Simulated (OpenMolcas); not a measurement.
# CH2F2 (SMILES FCF) at MP2/def2-TZVP

Aim: the energy change on altering one bond length of CH2F2 at MP2/def2-TZVP, from 2 runs. 

The results are computed with OpenMolcas 26.06.

## 1. The system as given

CH2F2 has 5 atoms, charge 0, and is taken as a singlet. As SMILES, `FCF`. The coordinates come from a PBE0-D4/def2-TZVP relaxation.

Bond lengths: F1–C2 1.351 Å, C2–F3 1.351 Å, C2–H4 1.093 Å, C2–H5 1.094 Å. Angles: F1–C2–F3 108.6°, F1–C2–H4 108.8°, F1–C2–H5 108.8°, F3–C2–H4 108.8°, F3–C2–H5 108.8°, H4–C2–H5 113.0°.

## 2. Energy and forces at MP2/def2-TZVP

Input file coord.xyz:

```xyz
5

F     -1.073300     0.191200     0.698300
C      0.010100    -0.016900    -0.082300
F      1.090500    -0.179200     0.713200
H     -0.142700    -0.932900    -0.659500
H      0.165300     0.864200    -0.711100
```

Input file job.inp:

```
>>> EXPORT MOLCAS_PRINT=2

&gateway
 baslib=$CurrDir
 coord=coord.xyz
 basis=def2-TZVP
 group=NoSym

&seward

&scf
 prorbitals=1 1

&mbpt2
 frozen=3
 grdt

&alaska
```

The basis set def2-TZVP is read from a file made from the Basis Set Exchange's data (not shown).

Command:

```
$ export MOLCAS_MEM=1860
$ pymolcas job.inp > job.log
```

Output:

```text
--- Start Module: gateway ---
[...]
--- Stop Module: gateway /rc=_RC_ALL_IS_WELL_ ---
[...]
      Basis functions          105
[...]
       Convergence after  11 Iterations
[...]
::    Total SCF energy                               -238.0080044629
[...]
      Total spin, S                                     0.0000000000
[...]
      Total electronic charge=   26.000000
      Total            charge=   -0.000000
[...]
--- Start Module: mbpt2 ---
[...]
WARNING!
Default frozen orbitals as non valence orbitals is overwritten by user input.
Default values:   3
[...]
       Reference weight ( Cref**2 )         =        0.88026
::    Total MBPT2 energy                             -238.6714457510
[...]
      Dipole Moment (debye):
      Origin of the operator (angstrom)=    0.0091   -0.0008    0.4700
                   X=  3.6105E-03               Y= -5.5819E-02               Z= -1.9190E+00           Total=  1.9198E+00
      Quadrupole Moment (debye*angstrom):
[...]
      Total MBPT2 calculations                          10.48     12.36
--- Stop Module: mbpt2 /rc=_RC_ALL_IS_WELL_ ---
[...]
--- Start Module: alaska ---
[...]
 *              Molecular gradients               *
 **************************************************
  Irreducible representation: a
 ------------------------------------------------------------------------------------------
                              X                       Y                       Z
 ------------------------------------------------------------------------------------------
  F1                3.22937357982234E-03   -6.14868745246966E-04   -2.26637164008370E-03
  C2               -3.75292299913677E-05    1.49350744009236E-04    7.54945713340760E-03
  F3               -3.21749155113160E-03    4.90243014762637E-04   -2.31463373791030E-03
  H4               -3.37773706302058E-04   -2.05147340645606E-03   -1.40847626917573E-03
  H5                3.63420907549095E-04    2.02674839294836E-03   -1.55997548628717E-03
 ------------------------------------------------------------------------------------------
--- Stop Module: alaska /rc=_RC_ALL_IS_WELL_ ---
[...]
```

Run time: 27 s. Hardware: 1 thread of Arm Neoverse V1, shared host; peak memory 0.6 GiB.

## 3. The distorted shape, same level

Edit coord.xyz of step 2 so:

```diff
@@ -2,3 +2,3 @@
 
-F     -1.073300     0.191200     0.698300
+F     -1.615029     0.295256     1.088621
 C      0.010100    -0.016900    -0.082300
```

Input file job.inp:

```
&GATEWAY
BasLib
$CurrDir
Coord
coord.xyz
Basis
def2-TZVP
Group
NoSym
&SEWARD
&SCF
PrOrbitals
1 1
&MBPT2
Frozen
3
Grdt
&ALASKA
```

The basis set def2-TZVP is read from a file made from the Basis Set Exchange's data (not shown).

Command:

```
$ export MOLCAS_MEM=1860
$ pymolcas job.inp > job.log
```

Output:

```text
--- Start Module: gateway ---
[...]
--- Stop Module: gateway /rc=_RC_ALL_IS_WELL_ ---
[...]
      Basis functions          105
[...]
       Convergence after  13 Iterations
[...]
::    Total SCF energy                               -237.8748902436
[...]
      Total spin, S                                     0.0000000000
[...]
      Total electronic charge=   26.000000
      Total            charge=   -0.000000
[...]
--- Start Module: mbpt2 ---
[...]
WARNING!
Default frozen orbitals as non valence orbitals is overwritten by user input.
Default values:   3
[...]
       Reference weight ( Cref**2 )         =        0.85793
::    Total MBPT2 energy                             -238.5635906823
[...]
      Dipole Moment (debye):
      Origin of the operator (angstrom)=   -0.1888    0.0372    0.6126
                   X=  2.2103E+00               Y= -4.6959E-01               Z= -3.1602E+00           Total=  3.8850E+00
      Quadrupole Moment (debye*angstrom):
[...]
      Total MBPT2 calculations                          11.21     13.04
--- Stop Module: mbpt2 /rc=_RC_ALL_IS_WELL_ ---
[...]
--- Start Module: alaska ---
[...]
 *              Molecular gradients               *
 **************************************************
  Irreducible representation: a
 ------------------------------------------------------------------------------------------
                              X                       Y                       Z
 ------------------------------------------------------------------------------------------
  F1               -7.55167550643652E-02    1.45554220751196E-02    5.61117617963913E-02
  C2                6.64263812435317E-03   -2.24167512663676E-03   -3.57748965279718E-02
  F3                3.38374877351164E-02   -5.56489119487735E-03    7.95579681821490E-03
  H4                1.79811422289327E-02   -6.69580617893129E-04   -1.42060432199957E-02
  H5                1.70554869760148E-02   -6.07927513570239E-03   -1.40866188666826E-02
 ------------------------------------------------------------------------------------------
--- Stop Module: alaska /rc=_RC_ALL_IS_WELL_ ---
[...]
```

It took 27 s on 1 thread of Arm Neoverse V1, shared host; peak memory 0.6 GiB.

## 4. Summary of results

At MP2/def2-TZVP, 3 core orbitals frozen:

```
                                                         quantity          value
                                        first shape: total energy  -238.67145 Eh
                  first shape: dipole moment (mean-field density)         2.15 D
                 first shape: HOMO energy (Hartree–Fock orbitals)      -14.55 eV
                 first shape: LUMO energy (Hartree–Fock orbitals)        4.38 eV
               first shape: HOMO–LUMO gap (Hartree–Fock orbitals)       18.93 eV
         first shape: correlation energy (3 core orbitals frozen)     -663.4 mEh
                            first shape: largest force on an atom     0.388 eV/Å
                                    distorted shape: total energy  -238.56359 Eh
              distorted shape: dipole moment (mean-field density)         5.13 D
             distorted shape: HOMO energy (Hartree–Fock orbitals)      -13.85 eV
             distorted shape: LUMO energy (Hartree–Fock orbitals)        1.04 eV
           distorted shape: HOMO–LUMO gap (Hartree–Fock orbitals)       14.89 eV
     distorted shape: correlation energy (3 core orbitals frozen)     -688.7 mEh
                        distorted shape: largest force on an atom     4.895 eV/Å
energy change with the F1–C2 bond stretched from 1.351 to 2.027 Å       2.935 eV
```

With the F1–C2 bond stretched from 1.351 to 2.027 Å the energy rises by 2.93 eV (68 kcal/mol). The first shape isn't relaxed at this level, so the change isn't measured from a minimum. The largest force (first shape) is 0.39 eV/Å: the shape isn't a stationary point for this species at this level. Mulliken charges (first shape) of the mean-field density run from -0.28 on F1 to +0.37 on C2.
